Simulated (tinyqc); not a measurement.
UHF in the sto-6g basis, for LiH, spin multiplicity 1, step by step (part 2 of 3). Computed by tinyqc, a small Python program that keeps every step (integrals from PySCF). Command: `OMP_NUM_THREADS=1 python tinyqc.py 25176 25177 out.jsonl` (the two numbers bound the seeds that draw the settings). One thread of a shared host (Intel(R) Xeon(R) Processor @ 2.60GHz), about 0.2 s of CPU time with the checks.

Geometry (angstrom):
```
atom        x        y        z
Li    0.00000  0.00000  0.00000
H     0.00000  0.00000  1.99400
```

## Iteration 3: building the Fock matrix

D(alpha) after iteration 2, order 1Li 1s, 1Li 2s, 1Li 2px, 1Li 2py, 1Li 2pz, 2H 1s:
$$\begin{pmatrix}
1.03809 & -0.15934 & 0.00000 & 0.00000 & -0.04689 & -0.07297 \\
-0.15934 & 0.67385 & 0.00000 & 0.00000 & 0.17442 & 0.26468 \\
0.00000 & 0.00000 & 0.00000 & 0.00000 & 0.00000 & 0.00000 \\
0.00000 & 0.00000 & 0.00000 & 0.00000 & 0.00000 & 0.00000 \\
-0.04689 & 0.17442 & 0.00000 & 0.00000 & 0.04518 & 0.06857 \\
-0.07297 & 0.26468 & 0.00000 & 0.00000 & 0.06857 & 0.10407
\end{pmatrix}$$

D(beta) after iteration 2, order 1Li 1s, 1Li 2s, 1Li 2px, 1Li 2py, 1Li 2pz, 2H 1s:
$$\begin{pmatrix}
0.98990 & 0.02175 & 0.00000 & 0.00000 & -0.01394 & -0.03614 \\
0.02175 & 0.00383 & 0.00000 & 0.00000 & 0.01680 & 0.04677 \\
0.00000 & 0.00000 & 0.00000 & 0.00000 & 0.00000 & 0.00000 \\
0.00000 & 0.00000 & 0.00000 & 0.00000 & 0.00000 & 0.00000 \\
-0.01394 & 0.01680 & 0.00000 & 0.00000 & 0.08759 & 0.24350 \\
-0.03614 & 0.04677 & 0.00000 & 0.00000 & 0.24350 & 0.67688
\end{pmatrix}$$

core Hamiltonian H = T + V (hartree), order 1Li 1s, 1Li 2s, 1Li 2px, 1Li 2py, 1Li 2pz, 2H 1s:
$$\begin{pmatrix}
-4.71579 & -1.00165 & 0.00000 & 0.00000 & -0.01096 & -0.12602 \\
-1.00165 & -1.34374 & 0.00000 & 0.00000 & -0.09920 & -0.47924 \\
0.00000 & 0.00000 & -1.10455 & 0.00000 & 0.00000 & 0.00000 \\
0.00000 & 0.00000 & 0.00000 & -1.10455 & 0.00000 & 0.00000 \\
-0.01096 & -0.09920 & 0.00000 & 0.00000 & -1.18151 & -0.63405 \\
-0.12602 & -0.47924 & 0.00000 & 0.00000 & -0.63405 & -1.26680
\end{pmatrix}$$

Two-electron integrals (ij|kl) in chemists' order, unique and non-zero (hartree):
```
(11|11) 1.68125   (21|11) 0.24260   (21|21) 0.04451   (22|11) 0.39719
(22|21) 0.09028   (22|22) 0.29062   (31|31) 0.00944   (32|31) 0.01426
(32|32) 0.06424   (33|11) 0.39719   (33|21) 0.09028   (33|22) 0.29062
(33|33) 0.31312   (41|41) 0.00944   (42|41) 0.01426   (42|42) 0.06424
(43|43) 0.01688   (44|11) 0.39719   (44|21) 0.09028   (44|22) 0.29062
(44|33) 0.27937   (44|44) 0.31312   (51|51) 0.00944   (52|51) 0.01426
(52|52) 0.06424   (53|53) 0.01688   (54|54) 0.01688   (55|11) 0.39719
(55|21) 0.09028   (55|22) 0.29062   (55|33) 0.27937   (55|44) 0.27937
(55|55) 0.31312   (61|11) 0.02940   (61|21) 0.00531   (61|22) 0.01097
(61|33) 0.01081   (61|44) 0.01081   (61|51) 0.00071   (61|52) 0.00148
(61|55) 0.01128   (61|61) 0.00070   (62|11) 0.09809   (62|21) 0.02274
(62|22) 0.08107   (62|33) 0.07656   (62|44) 0.07656   (62|51) 0.00378
(62|52) 0.02489   (62|55) 0.09010   (62|61) 0.00333   (62|62) 0.04175
(63|31) 0.00160   (63|32) 0.00804   (63|53) 0.00346   (63|63) 0.00244
(64|41) 0.00160   (64|42) 0.00804   (64|54) 0.00346   (64|64) 0.00244
(65|11) 0.12869   (65|21) 0.03007   (65|22) 0.11035   (65|33) 0.10277
(65|44) 0.10277   (65|51) 0.00588   (65|52) 0.03856   (65|55) 0.12551
(65|61) 0.00456   (65|62) 0.06173   (65|65) 0.09211   (66|11) 0.26519
(66|21) 0.06243   (66|22) 0.24503   (66|33) 0.22395   (66|44) 0.22395
(66|51) 0.01077   (66|52) 0.09060   (66|55) 0.28719   (66|61) 0.00950
(66|62) 0.16393   (66|65) 0.25001   (66|66) 0.77500
```

nuclear repulsion = 0.7961543 hartree

J_ij = sum D_kl (ij|kl) with D = D(alpha) + D(beta), K_ij = sum D_kl (ik|jl) for each spin; F = H + J - K(s); E = tr D H + tr D J / 2 - 0.5 sum_s tr D(s) K(s) + E_nn.

Coulomb J (hartree), order 1Li 1s, 1Li 2s, 1Li 2px, 1Li 2py, 1Li 2pz, 2H 1s:
$$\begin{pmatrix}
4.00681 & 0.63344 & 0.00000 & 0.00000 & 0.01858 & 0.07976 \\
0.63344 & 1.32453 & 0.00000 & 0.00000 & 0.13283 & 0.46046 \\
0.00000 & 0.00000 & 1.29907 & 0.00000 & 0.00000 & 0.00000 \\
0.00000 & 0.00000 & 0.00000 & 1.29907 & 0.00000 & 0.00000 \\
0.01858 & 0.13283 & 0.00000 & 0.00000 & 1.37545 & 0.64838 \\
0.07976 & 0.46046 & 0.00000 & 0.00000 & 0.64838 & 1.61946
\end{pmatrix}$$

exchange K(alpha) (hartree), order 1Li 1s, 1Li 2s, 1Li 2px, 1Li 2py, 1Li 2pz, 2H 1s:
$$\begin{pmatrix}
1.69708 & 0.24502 & 0.00000 & 0.00000 & -0.00027 & 0.02951 \\
0.24502 & 0.26353 & 0.00000 & 0.00000 & 0.10556 & 0.17723 \\
0.00000 & 0.00000 & 0.05405 & 0.00000 & 0.00000 & 0.00000 \\
0.00000 & 0.00000 & 0.00000 & 0.05405 & 0.00000 & 0.00000 \\
-0.00027 & 0.10556 & 0.00000 & 0.00000 & 0.10903 & 0.13521 \\
0.02951 & 0.17723 & 0.00000 & 0.00000 & 0.13521 & 0.25340
\end{pmatrix}$$

exchange K(beta) (hartree), order 1Li 1s, 1Li 2s, 1Li 2px, 1Li 2py, 1Li 2pz, 2H 1s:
$$\begin{pmatrix}
1.67501 & 0.25273 & 0.00000 & 0.00000 & 0.00015 & 0.03435 \\
0.25273 & 0.10104 & 0.00000 & 0.00000 & 0.08272 & 0.17060 \\
0.00000 & 0.00000 & 0.01565 & 0.00000 & 0.00000 & 0.00000 \\
0.00000 & 0.00000 & 0.00000 & 0.01565 & 0.00000 & 0.00000 \\
0.00015 & 0.08272 & 0.00000 & 0.00000 & 0.16428 & 0.28199 \\
0.03435 & 0.17060 & 0.00000 & 0.00000 & 0.28199 & 0.67200
\end{pmatrix}$$

F(alpha) (hartree), order 1Li 1s, 1Li 2s, 1Li 2px, 1Li 2py, 1Li 2pz, 2H 1s:
$$\begin{pmatrix}
-2.40606 & -0.61323 & 0.00000 & 0.00000 & 0.00790 & -0.07577 \\
-0.61323 & -0.28274 & 0.00000 & 0.00000 & -0.07193 & -0.19601 \\
0.00000 & 0.00000 & 0.14047 & 0.00000 & 0.00000 & 0.00000 \\
0.00000 & 0.00000 & 0.00000 & 0.14047 & 0.00000 & 0.00000 \\
0.00790 & -0.07193 & 0.00000 & 0.00000 & 0.08490 & -0.12087 \\
-0.07577 & -0.19601 & 0.00000 & 0.00000 & -0.12087 & 0.09927
\end{pmatrix}$$

F(beta) (hartree), order 1Li 1s, 1Li 2s, 1Li 2px, 1Li 2py, 1Li 2pz, 2H 1s:
$$\begin{pmatrix}
-2.38399 & -0.62093 & 0.00000 & 0.00000 & 0.00748 & -0.08061 \\
-0.62093 & -0.12025 & 0.00000 & 0.00000 & -0.04908 & -0.18938 \\
0.00000 & 0.00000 & 0.17887 & 0.00000 & 0.00000 & 0.00000 \\
0.00000 & 0.00000 & 0.00000 & 0.17887 & 0.00000 & 0.00000 \\
0.00748 & -0.04908 & 0.00000 & 0.00000 & 0.02965 & -0.26765 \\
-0.08061 & -0.18938 & 0.00000 & 0.00000 & -0.26765 & -0.31933
\end{pmatrix}$$

total energy of this density = -7.9072865 hartree

## Iteration 3: DIIS over 2 matrices

error matrix X^T (FDS - SDF) X (alpha):
$$\begin{pmatrix}
0.00000 & 0.00119 & 0.00000 & 0.00000 & -0.00566 & 0.00001 \\
-0.00119 & 0.00000 & 0.00000 & 0.00000 & 0.00826 & 0.00271 \\
0.00000 & 0.00000 & 0.00000 & 0.00000 & 0.00000 & 0.00000 \\
0.00000 & 0.00000 & 0.00000 & 0.00000 & 0.00000 & 0.00000 \\
0.00566 & -0.00826 & 0.00000 & 0.00000 & 0.00000 & -0.00434 \\
-0.00001 & -0.00271 & 0.00000 & 0.00000 & 0.00434 & 0.00000
\end{pmatrix}$$

B (overlaps of the stored error matrices):
$$\begin{pmatrix}
1.6215302e-02 & 8.7065332e-03 \\
8.7065332e-03 & 5.0501093e-03
\end{pmatrix}$$

Minimise |sum c_i e_i|^2 with sum c_i = 1: solve [B -1; -1 0][c; lambda] = [0; -1] with B_ij = tr e_i^T e_j summed over both spins, and take F = sum c_i F_i.

DIIS coefficients: [-0.94914, 1.94914]

extrapolated F(alpha) (hartree), order 1Li 1s, 1Li 2s, 1Li 2px, 1Li 2py, 1Li 2pz, 2H 1s:
$$\begin{pmatrix}
-2.41366 & -0.61565 & 0.00000 & 0.00000 & 0.01133 & -0.07552 \\
-0.61565 & -0.27832 & 0.00000 & 0.00000 & -0.06916 & -0.19478 \\
0.00000 & 0.00000 & 0.13949 & 0.00000 & 0.00000 & 0.00000 \\
0.00000 & 0.00000 & 0.00000 & 0.13949 & 0.00000 & 0.00000 \\
0.01133 & -0.06916 & 0.00000 & 0.00000 & 0.07848 & -0.12139 \\
-0.07552 & -0.19478 & 0.00000 & 0.00000 & -0.12139 & 0.11403
\end{pmatrix}$$

extrapolated F(beta) (hartree), order 1Li 1s, 1Li 2s, 1Li 2px, 1Li 2py, 1Li 2pz, 2H 1s:
$$\begin{pmatrix}
-2.39057 & -0.62382 & 0.00000 & 0.00000 & 0.01058 & -0.07975 \\
-0.62382 & -0.13300 & 0.00000 & 0.00000 & -0.05655 & -0.20754 \\
0.00000 & 0.00000 & 0.17553 & 0.00000 & 0.00000 & 0.00000 \\
0.00000 & 0.00000 & 0.00000 & 0.17553 & 0.00000 & 0.00000 \\
0.01058 & -0.05655 & 0.00000 & 0.00000 & 0.04269 & -0.25931 \\
-0.07975 & -0.20754 & 0.00000 & 0.00000 & -0.25931 & -0.31073
\end{pmatrix}$$

## Iteration 3: diagonalisation and new density

X, order 1Li 1s, 1Li 2s, 1Li 2px, 1Li 2py, 1Li 2pz, 2H 1s:
$$\begin{pmatrix}
1.02233 & -0.12701 & 0.00000 & 0.00000 & -0.00658 & 0.01677 \\
-0.12701 & 1.06701 & 0.00000 & 0.00000 & 0.06156 & -0.18792 \\
0.00000 & 0.00000 & 1.00000 & 0.00000 & 0.00000 & 0.00000 \\
0.00000 & 0.00000 & 0.00000 & 1.00000 & 0.00000 & 0.00000 \\
-0.00658 & 0.06156 & 0.00000 & 0.00000 & 1.08367 & -0.25640 \\
0.01677 & -0.18792 & 0.00000 & 0.00000 & -0.25640 & 1.12746
\end{pmatrix}$$

overlap S, order 1Li 1s, 1Li 2s, 1Li 2px, 1Li 2py, 1Li 2pz, 2H 1s:
$$\begin{pmatrix}
1.00000 & 0.23574 & 0.00000 & 0.00000 & 0.00000 & 0.02903 \\
0.23574 & 1.00000 & 0.00000 & 0.00000 & 0.00000 & 0.30294 \\
0.00000 & 0.00000 & 1.00000 & 0.00000 & 0.00000 & 0.00000 \\
0.00000 & 0.00000 & 0.00000 & 1.00000 & 0.00000 & 0.00000 \\
0.00000 & 0.00000 & 0.00000 & 0.00000 & 1.00000 & 0.42157 \\
0.02903 & 0.30294 & 0.00000 & 0.00000 & 0.42157 & 1.00000
\end{pmatrix}$$

A level shift of 0.2 hartree raises the virtual space: F + shift (S - S D(s) S), with D(s) the density of one spin. Diagonalise F' = X^T F X, C = X C', fill 2 alpha and 2 beta electrons from the bottom; D(s) = C_occ C_occ^T. Each column has its largest component positive (the first on a tie).

F' = X^T F X (alpha) (hartree):
$$\begin{pmatrix}
-2.36818 & -0.33066 & 0.00000 & 0.00000 & 0.01740 & 0.02166 \\
-0.33066 & -0.05662 & 0.00000 & 0.00000 & -0.04606 & -0.29476 \\
0.00000 & 0.00000 & 0.33949 & 0.00000 & 0.00000 & 0.00000 \\
0.00000 & 0.00000 & 0.00000 & 0.33949 & 0.00000 & 0.00000 \\
0.01740 & -0.04606 & 0.00000 & 0.00000 & 0.34909 & -0.24116 \\
0.02166 & -0.29476 & 0.00000 & 0.00000 & -0.24116 & 0.43947
\end{pmatrix}$$

orbital energies (alpha) (hartree): MO1 -2.41471, MO2 -0.20108, MO3 0.27767, MO4 0.33949, MO5 0.33949, MO6 0.70189

coefficients C (alpha), order 1Li 1s, 1Li 2s, 1Li 2px, 1Li 2py, 1Li 2pz, 2H 1s:
$$\begin{pmatrix}
0.99469 & -0.21751 & 0.12941 & 0.00000 & 0.00000 & 0.09026 \\
0.02175 & 0.81237 & -0.52785 & 0.00000 & 0.00000 & -0.50469 \\
0.00000 & 0.00000 & 0.00000 & 0.95008 & 0.31201 & 0.00000 \\
0.00000 & 0.00000 & 0.00000 & -0.31201 & 0.95008 & 0.00000 \\
-0.00323 & 0.23572 & 0.76320 & 0.00000 & 0.00000 & -0.77838 \\
-0.00131 & 0.32078 & 0.26076 & 0.00000 & 0.00000 & 1.09617
\end{pmatrix}$$

F' = X^T F X (beta) (hartree):
$$\begin{pmatrix}
-2.33691 & -0.38043 & 0.00000 & 0.00000 & 0.00990 & 0.01187 \\
-0.38043 & 0.23595 & 0.00000 & 0.00000 & 0.01638 & -0.21901 \\
0.00000 & 0.00000 & 0.37553 & 0.00000 & 0.00000 & 0.00000 \\
0.00000 & 0.00000 & 0.00000 & 0.37553 & 0.00000 & 0.00000 \\
0.00990 & 0.01638 & 0.00000 & 0.00000 & 0.32851 & -0.34737 \\
0.01187 & -0.21901 & 0.00000 & 0.00000 & -0.34737 & -0.11423
\end{pmatrix}$$

orbital energies (beta) (hartree): MO1 -2.39219, MO2 -0.35837, MO3 0.28809, MO4 0.37553, MO5 0.37553, MO6 0.57580

coefficients C (beta), order 1Li 1s, 1Li 2s, 1Li 2px, 1Li 2py, 1Li 2pz, 2H 1s:
$$\begin{pmatrix}
0.99352 & -0.07012 & -0.23274 & 0.00000 & 0.00000 & -0.12429 \\
0.02616 & 0.16475 & 0.89465 & 0.00000 & 0.00000 & 0.60459 \\
0.00000 & 0.00000 & 0.00000 & 0.03136 & 0.99951 & 0.00000 \\
0.00000 & 0.00000 & 0.00000 & 0.99951 & -0.03136 & 0.00000 \\
-0.00345 & 0.26143 & -0.49660 & 0.00000 & 0.00000 & 0.96382 \\
-0.00038 & 0.80630 & -0.05634 & 0.00000 & 0.00000 & -0.84806
\end{pmatrix}$$

D(alpha) after iteration 3, order 1Li 1s, 1Li 2s, 1Li 2px, 1Li 2py, 1Li 2pz, 2H 1s:
$$\begin{pmatrix}
1.03672 & -0.15507 & 0.00000 & 0.00000 & -0.05448 & -0.07108 \\
-0.15507 & 0.66042 & 0.00000 & 0.00000 & 0.19142 & 0.26056 \\
0.00000 & 0.00000 & 0.00000 & 0.00000 & 0.00000 & 0.00000 \\
0.00000 & 0.00000 & 0.00000 & 0.00000 & 0.00000 & 0.00000 \\
-0.05448 & 0.19142 & 0.00000 & 0.00000 & 0.05557 & 0.07562 \\
-0.07108 & 0.26056 & 0.00000 & 0.00000 & 0.07562 & 0.10290
\end{pmatrix}$$

D(beta) after iteration 3, order 1Li 1s, 1Li 2s, 1Li 2px, 1Li 2py, 1Li 2pz, 2H 1s:
$$\begin{pmatrix}
0.99199 & 0.01444 & 0.00000 & 0.00000 & -0.02176 & -0.05691 \\
0.01444 & 0.02783 & 0.00000 & 0.00000 & 0.04298 & 0.13282 \\
0.00000 & 0.00000 & 0.00000 & 0.00000 & 0.00000 & 0.00000 \\
0.00000 & 0.00000 & 0.00000 & 0.00000 & 0.00000 & 0.00000 \\
-0.02176 & 0.04298 & 0.00000 & 0.00000 & 0.06836 & 0.21079 \\
-0.05691 & 0.13282 & 0.00000 & 0.00000 & 0.21079 & 0.65012
\end{pmatrix}$$

Within a degenerate level the vectors are fixed only up to a rotation; this is one choice.

## Iteration 4: building the Fock matrix

As before.

Coulomb J (hartree), order 1Li 1s, 1Li 2s, 1Li 2px, 1Li 2py, 1Li 2pz, 2H 1s:
$$\begin{pmatrix}
4.00817 & 0.63374 & 0.00000 & 0.00000 & 0.01951 & 0.07989 \\
0.63374 & 1.32513 & 0.00000 & 0.00000 & 0.13745 & 0.46145 \\
0.00000 & 0.00000 & 1.30001 & 0.00000 & 0.00000 & 0.00000 \\
0.00000 & 0.00000 & 0.00000 & 1.30001 & 0.00000 & 0.00000 \\
0.01951 & 0.13745 & 0.00000 & 0.00000 & 1.37537 & 0.64973 \\
0.07989 & 0.46145 & 0.00000 & 0.00000 & 0.64973 & 1.61885
\end{pmatrix}$$

exchange K(alpha) (hartree), order 1Li 1s, 1Li 2s, 1Li 2px, 1Li 2py, 1Li 2pz, 2H 1s:
$$\begin{pmatrix}
1.69642 & 0.24561 & 0.00000 & 0.00000 & -0.00135 & 0.02959 \\
0.24561 & 0.26072 & 0.00000 & 0.00000 & 0.11115 & 0.17857 \\
0.00000 & 0.00000 & 0.05346 & 0.00000 & 0.00000 & 0.00000 \\
0.00000 & 0.00000 & 0.00000 & 0.05346 & 0.00000 & 0.00000 \\
-0.00135 & 0.11115 & 0.00000 & 0.00000 & 0.11290 & 0.14004 \\
0.02959 & 0.17857 & 0.00000 & 0.00000 & 0.14004 & 0.25716
\end{pmatrix}$$

exchange K(beta) (hartree), order 1Li 1s, 1Li 2s, 1Li 2px, 1Li 2py, 1Li 2pz, 2H 1s:
$$\begin{pmatrix}
1.67550 & 0.25239 & 0.00000 & 0.00000 & -0.00095 & 0.03334 \\
0.25239 & 0.11582 & 0.00000 & 0.00000 & 0.09627 & 0.18880 \\
0.00000 & 0.00000 & 0.01771 & 0.00000 & 0.00000 & 0.00000 \\
0.00000 & 0.00000 & 0.00000 & 0.01771 & 0.00000 & 0.00000 \\
-0.00095 & 0.09627 & 0.00000 & 0.00000 & 0.15533 & 0.27706 \\
0.03334 & 0.18880 & 0.00000 & 0.00000 & 0.27706 & 0.66507
\end{pmatrix}$$

F(alpha) (hartree), order 1Li 1s, 1Li 2s, 1Li 2px, 1Li 2py, 1Li 2pz, 2H 1s:
$$\begin{pmatrix}
-2.40403 & -0.61351 & 0.00000 & 0.00000 & 0.00991 & -0.07572 \\
-0.61351 & -0.27933 & 0.00000 & 0.00000 & -0.07289 & -0.19635 \\
0.00000 & 0.00000 & 0.14201 & 0.00000 & 0.00000 & 0.00000 \\
0.00000 & 0.00000 & 0.00000 & 0.14201 & 0.00000 & 0.00000 \\
0.00991 & -0.07289 & 0.00000 & 0.00000 & 0.08095 & -0.12436 \\
-0.07572 & -0.19635 & 0.00000 & 0.00000 & -0.12436 & 0.09489
\end{pmatrix}$$

F(beta) (hartree), order 1Li 1s, 1Li 2s, 1Li 2px, 1Li 2py, 1Li 2pz, 2H 1s:
$$\begin{pmatrix}
-2.38311 & -0.62030 & 0.00000 & 0.00000 & 0.00950 & -0.07947 \\
-0.62030 & -0.13442 & 0.00000 & 0.00000 & -0.05801 & -0.20659 \\
0.00000 & 0.00000 & 0.17776 & 0.00000 & 0.00000 & 0.00000 \\
0.00000 & 0.00000 & 0.00000 & 0.17776 & 0.00000 & 0.00000 \\
0.00950 & -0.05801 & 0.00000 & 0.00000 & 0.03852 & -0.26138 \\
-0.07947 & -0.20659 & 0.00000 & 0.00000 & -0.26138 & -0.31302
\end{pmatrix}$$

total energy of this density = -7.9152391 hartree

## Iteration 4: DIIS over 3 matrices

error matrix X^T (FDS - SDF) X (alpha):
$$\begin{pmatrix}
0.00000 & -0.00009 & 0.00000 & 0.00000 & -0.00002 & -0.00118 \\
0.00009 & 0.00000 & 0.00000 & 0.00000 & 0.00503 & 0.00688 \\
0.00000 & 0.00000 & 0.00000 & 0.00000 & 0.00000 & 0.00000 \\
0.00000 & 0.00000 & 0.00000 & 0.00000 & 0.00000 & 0.00000 \\
0.00002 & -0.00503 & 0.00000 & 0.00000 & 0.00000 & -0.00053 \\
0.00118 & -0.00688 & 0.00000 & 0.00000 & 0.00053 & 0.00000
\end{pmatrix}$$

B (overlaps of the stored error matrices):
$$\begin{pmatrix}
1.6215302e-02 & 8.7065332e-03 & 3.5928647e-03 \\
8.7065332e-03 & 5.0501093e-03 & 2.0961510e-03 \\
3.5928647e-03 & 2.0961510e-03 & 9.8181758e-04
\end{pmatrix}$$

As before.

DIIS coefficients: [-0.14314, -0.29456, 1.43770]

extrapolated F(alpha) (hartree), order 1Li 1s, 1Li 2s, 1Li 2px, 1Li 2py, 1Li 2pz, 2H 1s:
$$\begin{pmatrix}
-2.40429 & -0.61400 & 0.00000 & 0.00000 & 0.01131 & -0.07566 \\
-0.61400 & -0.27717 & 0.00000 & 0.00000 & -0.07289 & -0.19631 \\
0.00000 & 0.00000 & 0.14254 & 0.00000 & 0.00000 & 0.00000 \\
0.00000 & 0.00000 & 0.00000 & 0.14254 & 0.00000 & 0.00000 \\
0.01131 & -0.07289 & 0.00000 & 0.00000 & 0.07825 & -0.12596 \\
-0.07566 & -0.19631 & 0.00000 & 0.00000 & -0.12596 & 0.09520
\end{pmatrix}$$

extrapolated F(beta) (hartree), order 1Li 1s, 1Li 2s, 1Li 2px, 1Li 2py, 1Li 2pz, 2H 1s:
$$\begin{pmatrix}
-2.38371 & -0.62045 & 0.00000 & 0.00000 & 0.01086 & -0.07884 \\
-0.62045 & -0.14255 & 0.00000 & 0.00000 & -0.06304 & -0.21686 \\
0.00000 & 0.00000 & 0.17677 & 0.00000 & 0.00000 & 0.00000 \\
0.00000 & 0.00000 & 0.00000 & 0.17677 & 0.00000 & 0.00000 \\
0.01086 & -0.06304 & 0.00000 & 0.00000 & 0.04437 & -0.25737 \\
-0.07884 & -0.21686 & 0.00000 & 0.00000 & -0.25737 & -0.30895
\end{pmatrix}$$

## Iteration 4: diagonalisation and new density

As before.

F' = X^T F X (alpha) (hartree):
$$\begin{pmatrix}
-2.35869 & -0.33070 & 0.00000 & 0.00000 & 0.01892 & 0.02106 \\
-0.33070 & -0.05330 & 0.00000 & 0.00000 & -0.05294 & -0.29182 \\
0.00000 & 0.00000 & 0.34254 & 0.00000 & 0.00000 & 0.00000 \\
0.00000 & 0.00000 & 0.00000 & 0.34254 & 0.00000 & 0.00000 \\
0.01892 & -0.05294 & 0.00000 & 0.00000 & 0.34722 & -0.24318 \\
0.02106 & -0.29182 & 0.00000 & 0.00000 & -0.24318 & 0.41808
\end{pmatrix}$$

orbital energies (alpha) (hartree): MO1 -2.40537, MO2 -0.20564, MO3 0.27830, MO4 0.34254, MO5 0.34254, MO6 0.68602

coefficients C (alpha), order 1Li 1s, 1Li 2s, 1Li 2px, 1Li 2py, 1Li 2pz, 2H 1s:
$$\begin{pmatrix}
0.99459 & -0.21473 & 0.13565 & 0.00000 & 0.00000 & 0.08882 \\
0.02210 & 0.79910 & -0.55292 & 0.00000 & 0.00000 & -0.49898 \\
0.00000 & 0.00000 & 0.00000 & -0.05897 & 0.99826 & 0.00000 \\
0.00000 & 0.00000 & 0.00000 & 0.99826 & 0.05897 & 0.00000 \\
-0.00344 & 0.24786 & 0.74491 & 0.00000 & 0.00000 & -0.79220 \\
-0.00116 & 0.33094 & 0.27260 & 0.00000 & 0.00000 & 1.09026
\end{pmatrix}$$

F' = X^T F X (beta) (hartree):
$$\begin{pmatrix}
-2.33083 & -0.37569 & 0.00000 & 0.00000 & 0.01220 & 0.01560 \\
-0.37569 & 0.21806 & 0.00000 & 0.00000 & 0.00342 & -0.24401 \\
0.00000 & 0.00000 & 0.37677 & 0.00000 & 0.00000 & 0.00000 \\
0.00000 & 0.00000 & 0.00000 & 0.37677 & 0.00000 & 0.00000 \\
0.01220 & 0.00342 & 0.00000 & 0.00000 & 0.33595 & -0.33806 \\
0.01560 & -0.24401 & 0.00000 & 0.00000 & -0.33806 & -0.10773
\end{pmatrix}$$

orbital energies (beta) (hartree): MO1 -2.38525, MO2 -0.36377, MO3 0.29060, MO4 0.37677, MO5 0.37677, MO6 0.57387

coefficients C (beta), order 1Li 1s, 1Li 2s, 1Li 2px, 1Li 2py, 1Li 2pz, 2H 1s:
$$\begin{pmatrix}
0.99362 & -0.08241 & -0.22931 & 0.00000 & 0.00000 & -0.12230 \\
0.02577 & 0.21453 & 0.88786 & 0.00000 & 0.00000 & 0.59897 \\
0.00000 & 0.00000 & 0.00000 & -0.09124 & 0.99583 & 0.00000 \\
0.00000 & 0.00000 & 0.00000 & 0.99583 & 0.09124 & 0.00000 \\
-0.00366 & 0.24695 & -0.50507 & 0.00000 & 0.00000 & 0.96324 \\
-0.00037 & 0.79367 & -0.09892 & 0.00000 & 0.00000 & -0.85603
\end{pmatrix}$$

D(alpha) after iteration 4, order 1Li 1s, 1Li 2s, 1Li 2px, 1Li 2py, 1Li 2pz, 2H 1s:
$$\begin{pmatrix}
1.03532 & -0.14961 & 0.00000 & 0.00000 & -0.05665 & -0.07221 \\
-0.14961 & 0.63905 & 0.00000 & 0.00000 & 0.19799 & 0.26443 \\
0.00000 & 0.00000 & 0.00000 & 0.00000 & 0.00000 & 0.00000 \\
0.00000 & 0.00000 & 0.00000 & 0.00000 & 0.00000 & 0.00000 \\
-0.05665 & 0.19799 & 0.00000 & 0.00000 & 0.06145 & 0.08203 \\
-0.07221 & 0.26443 & 0.00000 & 0.00000 & 0.08203 & 0.10953
\end{pmatrix}$$

D(beta) after iteration 4, order 1Li 1s, 1Li 2s, 1Li 2px, 1Li 2py, 1Li 2pz, 2H 1s:
$$\begin{pmatrix}
0.99407 & 0.00792 & 0.00000 & 0.00000 & -0.02398 & -0.06577 \\
0.00792 & 0.04669 & 0.00000 & 0.00000 & 0.05288 & 0.17026 \\
0.00000 & 0.00000 & 0.00000 & 0.00000 & 0.00000 & 0.00000 \\
0.00000 & 0.00000 & 0.00000 & 0.00000 & 0.00000 & 0.00000 \\
-0.02398 & 0.05288 & 0.00000 & 0.00000 & 0.06100 & 0.19600 \\
-0.06577 & 0.17026 & 0.00000 & 0.00000 & 0.19600 & 0.62992
\end{pmatrix}$$

Within a degenerate level the vectors are fixed only up to a rotation; this is one choice.
